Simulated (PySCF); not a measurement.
An element was calculated at PBE0 (PySCF 2.14, spin-free X2C, a quadruple-zeta basis, no spin-orbit coupling), in the ground configurations that NIST lists.

```
first ionisation energy  : 6.088 eV
second ionisation energy : 18.684 eV
third ionisation energy  : 28.736 eV
```

Problem. Which element is it?

Solution. Aluminium (Al, Z = 13), in x2c-QZVPPall. NIST lists 5.986, 18.829, 28.448 eV for these ionisation energies.
